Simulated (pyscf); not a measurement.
PySCF, gas phase, ωB97X-D3(BJ)/def2-SVP geometries.

**Question.** Cl–CH₂–CH₂–Cl (SMILES ClCCCl) + CH₃• (SMILES [CH3]) → Cl• (SMILES [Cl]) + H₃C–CH₂–CH₂–Cl (SMILES CCCCl)
Surface: doublet. Broken: C–Cl. Formed: C–C. Give ΔE‡ and ΔE from ωB97M-D3(BJ)/def2-TZVP, relative to the separated reactants.

**Answer.** ΔE‡ = 1.26 eV, ΔE = -0.41 eV. Zero-point energy shifts the barrier by +0.11 eV. It is a substitution at C, with an imaginary mode of 938i cm⁻¹. This is the saddle that the search found; another between the same sides may lie lower. The angle at the attacked C is 161°. Left out: the spin-orbit lowering of Cl.
